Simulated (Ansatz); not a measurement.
Reaction (SMILES): [O+]#[Si-] (O-Si) + 3 [H][H] (H2) → O (H2O) + [SiH4] (SiH4)
B3LYP-D3(BJ)/def2-TZVP geometries, fixed; electronic energies without zero-point terms.

Basis-set convergence of the energy of full hydrogenation at CCSD(T) with Ansatz (a quantum-chemistry and plane-wave program). Cartesian d functions, on some or all atoms, in 6-31G*, 6-31G**, 6-311G**; all else is spherical. Cores are frozen. No added dispersion term, no relativity. Functions are those of the species that has most. Reference: Hartree-Fock in aug-cc-pV(Q+d)Z plus the correlation part extrapolated as X^-3 from aug-cc-pV(T+d)Z and aug-cc-pV(Q+d)Z, -38.28 kcal/mol, itself unsure by roughly 0.21 kcal/mol (a third of the extrapolation step and of the last Hartree-Fock step). Deviations are taken from unrounded values.

```csv
basis,functions
STO-3G,14
3-21G,22
6-31G,22
pcseg-0,22
6-31G*,34
pcseg-1,38
6-31G**,39
6-311G**,51
aug-pcseg-1,63
pcseg-2,90
aug-pcseg-2,142
pcseg-3,196
aug-pcseg-3,285
pcseg-4,349
```

Task: Which is the smallest set listed that can be trusted to 2 kcal/mol here, that is, within that of the reference together with its larger relatives (same family, alike in diffuse functions; a set with none to test it counts only in the reference's own line)?

Result: The smallest set listed that lies within 2 kcal/mol of the reference with all its larger relatives (same family, alike in diffuse functions; a set with none counts only in the reference's own line) is aug-pcseg-1 (63 functions, 0.45 kcal/mol off). Value minus reference: STO-3G 15.91, 3-21G 38.11, 6-31G 24.64, pcseg-0 41.78, 6-31G* 21.61, pcseg-1 4.30, 6-31G** 10.98, 6-311G** 2.93, aug-pcseg-1 0.45, pcseg-2 0.53, aug-pcseg-2 1.21, pcseg-3 0.92, aug-pcseg-3 0.83, pcseg-4 0.64 kcal/mol.
